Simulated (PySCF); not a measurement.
## Core-level binding energies of `Cc1c[p-]cp1`

Compound: C₄H₅P₂ (charge -1).
Numbering: `[CH3:1][c:2]1[cH:3][p-:4][cH:5][p:6]1`

Computed with PySCF, delta-SCF UKS SCAN, pcX-2 on the ionised atom, pcseg-1 elsewhere, spin-free X2C. Binding energies are ΔSCF values: E(core-ionised, relaxed orbitals) − E(ground state) at a fixed geometry, referred to the vacuum level.

**Question.** List the computed XPS lines with their assignment.

**Answer.** 
```
atom(s)                                                     bonded to    level  binding energy (eV)  2p1/2 (eV)  above the level's lowest (eV)  count
     C1                                                     C and 3 H     C 1s               286.42           –                          +2.27      1
     C2  C (aromatic in the SMILES), C and P (aromatic in the SMILES)     C 1s               284.62           –                          +0.47      1
     C3  C (aromatic in the SMILES), H and P (aromatic in the SMILES)     C 1s               284.37           –                          +0.22      1
     P4                                  2 C (aromatic in the SMILES)  P 2p3/2               129.91      130.80                          +0.01      1
     P4                                  2 C (aromatic in the SMILES)     P 1s              2143.41           –                          +0.02      1
     C5                            H and 2 P (aromatic in the SMILES)     C 1s               284.15           –                           0.00      1
     P6                                  2 C (aromatic in the SMILES)  P 2p3/2               129.90      130.79                           0.00      1
     P6                                  2 C (aromatic in the SMILES)     P 1s              2143.39           –                           0.00      1
```

Lowest listed C 1s: C5, bonded to H and 2 P (aromatic in the SMILES). Highest, 2.27 eV above it: C1, bonded to C and 3 H. The widest gap between neighbouring values is 1.80 eV, between 284.62 and 286.42 eV.

The 2 P 1s values lie within 0.02 eV of each other; Gaussian lines of 0.5 eV full width would blend them into one maximum.

The 2 P 2p3/2 values lie within 0.01 eV of each other.

**Question.** Give the binding energy of C 1s of C1 in hartree and in kJ/mol.

**Answer.** 286.42 eV = 10.5257 Eh = 27635 kJ/mol.

The 2p values add to the ΔSCF energy of one spin-free hole a correction within the shell (spin–orbit coupling, ligand field). 2p1/2 minus 2p3/2 (ligand field included): P 0.89 eV. The species carries charge -1, so core ionisation leaves a neutral species. The basis sets have no added diffuse functions. Geometry: GFN2-xTB; no solvent, vibrations or thermal averaging.
